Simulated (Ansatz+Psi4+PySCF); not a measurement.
## singlet CH₂O₂: levels of theory in one basis

```yaml
atoms:
  - { symbol: O, position_ang: [-1.0410, -0.4364, 0.0000] }
  - { symbol: C, position_ang: [0.0000, 0.4239, 0.0000] }
  - { symbol: O, position_ang: [1.1694, 0.1037, 0.0000] }
  - { symbol: H, position_ang: [-0.6496, -1.3351, 0.0000] }
  - { symbol: H, position_ang: [-0.3779, 1.4530, 0.0000] }
```

Basis set: cc-pVTZ (spherical functions). Left uncorrelated: 3 orbitals. Charge 0, multiplicity 1.

Computed with Ansatz (development build ahead of 0.2.0) and Psi4 1.11; each method stands on the lowest determinant of its kind that the runs found.

| method | E − E(RHF) (eV) | <S²> of the determinant |
| --- | --- | --- |
| RHF | 0.00 | 0.00 |
| RHF-MP2 | -17.21 | – |
| RHF-CCSD | -17.32 | – |

Task: What does RHF-CCSD(T) give on the same scale?

Result: -18.04 eV.
